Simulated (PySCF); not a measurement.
# C3H3N (E-propargylimine): the cost of one run

Programs: PySCF 2.14.0, with density-fitted response routines of our own. Each step states its level of theory. These are calculated values for one molecule in the gas phase, unless marked as measured. Atoms count from 0, in the outputs and in this text.

### 1 The starting structure

7 atoms, charge 0, multiplicity 1; geometry from: GFN2-xTB. The atoms were then displaced at random by about 0.01 Å, so the start is not that level's minimum.

Bonds of the start (Å): H0–N1 1.05, N1–C2 1.26, C2–C3 1.36, C3–C4 1.24, C2–H5 1.11, C4–H6 1.04.

### 2 Optimising the geometry at PBE0-D3(BJ)/def2-SVP

Job settings and geometry (Å):

```
{"job": {"xc": "PBE0", "basis": "def2-SVP", "d3": "d3bj", "grid": 1, "shake": 0.01, "kind": "geom"}, "charge": 0, "multiplicity": 1}
H      2.419900     0.123070    -0.606810
N      1.394090     0.312670    -0.696850
C      0.675750    -0.152610     0.230260
C     -0.677430     0.018200     0.238760
C     -1.907800     0.129620     0.270630
H      1.068470    -0.705240     1.107870
H     -2.939030     0.245190     0.305810
```

On the command line:

```sh
$ OMP_NUM_THREADS=1 python probes_run.py task.json out
```

The driver reads the jobs from task.json and runs them one after another.

**Question.** How long does this first job take on 1 thread of Arm Neoverse V2, shared host, and how much memory does it need?

About 8.1 s, with a peak of 0.31 GiB.
